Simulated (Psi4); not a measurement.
hydrogen fluoride, triplet, at a GFN2-xTB geometry of the parent state (a higher spin typed on purpose: for a closed-shell molecule this is an excited state); HF/3-21G run with Psi4.

Psi4 was given this input:
```
memory 2 GB

molecule {
0 3
  F    -0.00000000   -0.00000000   -0.09325170
  H     0.00000000    0.00000000    0.83926531
}

set basis 3-21g
set reference uhf

energy('scf')
print_variables()
```

What the program printed (banner, timings and long lists left out):

```
   => Loading Basis Set <=

    Name: 3-21G
    Role: ORBITAL
    Keyword: BASIS

         ---------------------------------------------------------
                                   SCF
               by Justin Turney, Rob Parrish, Andy Simmonett
                          and Daniel G. A. Smith
                              UHF Reference
         ---------------------------------------------------------

  ==> Geometry <==

    Molecular point group: c2v
    Full point group: C_inf_v

    Geometry (in Angstrom), charge = 0, multiplicity = 3:

       Center              X                  Y                   Z               Mass
    ------------   -----------------  -----------------  -----------------  -----------------
         F            0.000000000000     0.000000000000    -0.046976070477    18.998403162730
         H            0.000000000000     0.000000000000     0.885540939523     1.007825032230

  Running in c2v symmetry.

  Rotational constants: A = ************  B =     20.25564  C =     20.25564 [cm^-1]
  Rotational constants: A = ************  B = 607248.78123  C = 607248.78123 [MHz]
  Nuclear repulsion =    5.107247208316340

  Charge       = 0
  Multiplicity = 3
  Electrons    = 10
  Nalpha       = 6
  Nbeta        = 4

  ==> Algorithm <==

  SCF Algorithm Type is DF.
  DIIS enabled.
  MOM disabled.
  Fractional occupation disabled.
  Guess Type is SAD.
  Energy threshold   = 1.00e-06
  Density threshold  = 1.00e-06
  Integral threshold = 1.00e-12

  ==> Primary Basis <==

  Basis Set: 3-21G
    Blend: 3-21G
    Number of shells: 7
    Number of basis functions: 11
    Number of Cartesian functions: 11
    Spherical Harmonics?: false
    Max angular momentum: 1

   => Loading Basis Set <=

    Name: (3-21G AUX)
    Role: JKFIT
    Keyword: DF_BASIS_SCF

  ==> Integral Setup <==

  SCF_SUBTYPE=INCORE selected. In-core MEM_DF algorithm will be used.
  Using in-core AOs.

  ==> MemDFJK: Density-Fitted J/K Matrices <==

    J tasked:                   Yes
    K tasked:                   Yes
    wK tasked:                   No
    Algorithm:                 Core
    Schwarz Cutoff:           1E-12
    Mask sparsity (%):       0.0000
    Fitting Condition:        1E-10

   => Auxiliary Basis Set <=

  Basis Set: (3-21G AUX)
    Blend: DEF2-UNIVERSAL-JKFIT
    Number of shells: 31
    Number of basis functions: 113
    Number of Cartesian functions: 113
    Spherical Harmonics?: false
    Max angular momentum: 4

  Minimum eigenvalue in the overlap matrix is 1.5852770662E-01.
  Reciprocal condition number of the overlap matrix is 6.1209521214E-02.
    Using symmetric orthogonalization.

  ==> Pre-Iterations <==

  SCF Guess: Superposition of Atomic Densities via on-the-fly atomic UHF (no occupation information).

   -------------------------
    Irrep   Nso     Nmo
   -------------------------
     A1         7       7
     A2         0       0
     B1         2       2
     B2         2       2
   -------------------------
    Total      11      11
   -------------------------

  ==> Iterations <==

                           Total Energy        Delta E     RMS |[F,P]|

   @DF-UHF iter SAD:   -99.10042073729208   -9.91004e+01   0.00000e+00
   @DF-UHF iter   1:   -99.11139286096582   -1.09721e-02   3.27406e-02 ADIIS/DIIS
   @DF-UHF iter   2:   -99.12854056605077   -1.71477e-02   1.14271e-02 ADIIS/DIIS
   @DF-UHF iter   3:   -99.13033357043004   -1.79300e-03   1.86192e-03 ADIIS/DIIS
   @DF-UHF iter   4:   -99.13045598246805   -1.22412e-04   3.49194e-04 ADIIS/DIIS
   @DF-UHF iter   5:   -99.13046085011628   -4.86765e-06   4.94761e-05 DIIS
   @DF-UHF iter   6:   -99.13046093324765   -8.31314e-08   4.37419e-06 DIIS
   @DF-UHF iter   7:   -99.13046093379387   -5.46223e-10   5.20375e-07 DIIS
  Energy and wave function converged.

  ==> Post-Iterations <==

   @Spin Contamination Metric:   1.437829635E-03
   @S^2 Expected:                2.000000000E+00
   @S^2 Observed:                2.001437830E+00
   @S   Expected:                1.000000000E+00
   @S   Observed:                1.000000000E+00

    Orbital Energies [Eh]
    ---------------------

    Alpha Occupied:

       1A1   -26.405799     2A1    -1.840013     3A1    -0.973657
       1B2    -0.948767     1B1    -0.847581     4A1    -0.181999

    Alpha Virtual:

       5A1     1.155775     2B2     1.937166     2B1     2.015896
       6A1     2.176887     7A1     3.418872

    Beta Occupied:

       1A1   -26.342564     2A1    -1.608463     3A1    -0.854527
       1B1    -0.775896

    Beta Virtual:

       1B2     0.002202     4A1     0.329163     5A1     1.267114
       2B1     2.062571     2B2     2.191118     6A1     2.240991
       7A1     3.538628

    Final Occupation by Irrep:
             A1    A2    B1    B2
    DOCC [     3,    0,    1,    0 ]
    SOCC [     1,    0,    0,    1 ]
    NA   [     4,    0,    1,    1 ]
    NB   [     3,    0,    1,    0 ]

  @DF-UHF Final Energy:   -99.13046093379387

   => Energetics <=

    Nuclear Repulsion Energy =              5.1072472083163403
    One-Electron Energy =                -147.6961509078792858
    Two-Electron Energy =                  43.4584427657690711
    Total Energy =                        -99.1304609337938700

  UHF NO Occupations:
  HONO-2 :    3 A1 1.9994930
  HONO-1 :    4 A1 1.0000000
  HONO-0 :    1 B2 1.0000000
  LUNO+0 :    5 A1 0.0005070
  LUNO+1 :    2 B1 0.0001076
  LUNO+2 :    6 A1 0.0001044
  LUNO+3 :    7 A1 0.0000002

Computation Completed

Properties will be evaluated at   0.000000,   0.000000,   0.000000 [a0]

Properties computed using the SCF density matrix

 Multipole Moments:

 ------------------------------------------------------------------------------------
     Multipole            Electronic (a.u.)      Nuclear  (a.u.)        Total (a.u.)
 ------------------------------------------------------------------------------------

 L = 1.  Multiply by 2.5417464519 to convert [e a0] to [Debye]
 Dipole X            :          0.0000000            0.0000000            0.0000000
 Dipole Y            :          0.0000000            0.0000000            0.0000000
 Dipole Z            :         -1.5595263            0.8744827           -0.6850436
 Magnitude           :                                                    0.6850436

 ------------------------------------------------------------------------------------

  Variable Map:
  ----------------------------------------------------------------------------
  "CURRENT ENERGY"           =>     -99.130460933794
  "CURRENT REFERENCE ENERGY" =>     -99.130460933794
  "DD SOLVATION ENERGY"      =>       0.000000000000
  "HF KINETIC ENERGY"        =>      99.495580159154
  "HF POTENTIAL ENERGY"      =>    -198.626041092948
  "HF TOTAL ENERGY"          =>     -99.130460933794
  "HF VIRIAL RATIO"          =>       1.996330297037
  "NUCLEAR REPULSION ENERGY" =>       5.107247208316
  "ONE-ELECTRON ENERGY"      =>    -147.696150907879
  "PCM POLARIZATION ENERGY"  =>       0.000000000000
  "PE ENERGY"                =>       0.000000000000
  "SCF ITERATION ENERGY"     =>     -99.130460933794
  "SCF ITERATIONS"           =>       7.000000000000
  "SCF TOTAL ENERGY"         =>     -99.130460933794
  "TWO-ELECTRON ENERGY"      =>      43.458442765769

  Array Variable Map:
  ----------------------------------------------------------------------------
  "CURRENT DIPOLE"           =>       0.000000000000 ... -0.685043646742 1 by 3
  "SCF DIPOLE"               =>       0.000000000000 ... -0.685043646742 1 by 3
  "SCF TOTAL ENERGIES"       =>     -99.100420737292 ... -99.130460933794 1 by 8
```
